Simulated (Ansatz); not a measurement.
Harmonic frequencies (cm⁻¹) at PBE0-D4/def2-TZVP from Ansatz: 87, 98, 198, 259, 351, 438, 603, 647, 724, 838, 938, 967, 971, 998, 1018, 1034, 1050, 1185, 1254, 1267, 1314, 1351, 1388, 1439, 1461, 1496, 1702, 1736, 3000, 3053, 3153, 3172, 3189, 3202, 3244, 3281.

Each molecule was computed in one conformer, which needn't be the lowest.

Question: Which molecule is it?
A. `C=CCOC=C`
B. `C1=COCCC1`
C. `CC(=O)C1CC1`
D. `CC1=CCCO1`

Answer: A.
